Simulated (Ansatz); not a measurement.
Antifluorite Mg2Ge, treated with HSE06 (PAW; Ansatz, a program for electronic structure).

Numerical settings: plane-wave cutoff 460 eV, 8×8×8 k mesh, Fermi–Dirac smearing 0.01 eV, scalar-relativistic PAW data made under PBE.

Cell (relaxed at this level):

```cif
data_GeMg2
_chemical_formula_sum 'Mg2 Ge1'
_space_group_name_H-M_alt 'P 1'
_space_group_IT_number 1
_cell_length_a 4.51257
_cell_length_b 4.51257
_cell_length_c 4.51257
_cell_angle_alpha 60.000
_cell_angle_beta 60.000
_cell_angle_gamma 60.000
loop_
_space_group_symop_operation_xyz
  'x, y, z'
loop_
_atom_site_label
_atom_site_type_symbol
_atom_site_fract_x
_atom_site_fract_y
_atom_site_fract_z
_atom_site_occupancy
Mg1 Mg 0.25000 0.25000 0.25000 1
Mg2 Mg 0.75000 0.75000 0.75000 1
Ge1 Ge 0.00000 0.00000 0.00000 1
```

**Question.** Give the computed bulk modulus B0, band gap, smallest direct gap on the k points sampled and pressure derivative B′ of the bulk modulus.

**Answer.** 
bulk modulus B0: 54.5 GPa
band gap: 0.52 eV (on the SCF k mesh) (indirect)
smallest direct gap on the k points sampled: 1.70 eV
pressure derivative B′ of the bulk modulus: 4.1

Measured, for comparison: band gap 0.74 eV (temperature not stated, no zero-point or thermal correction, indirect, Γ–X; as tabulated in Ryu et al. (2019), arXiv:1905.06140).

Spin–orbit coupling is not included.

Computed values are for the static lattice.

Computing time: around 23 core-minutes (rough).
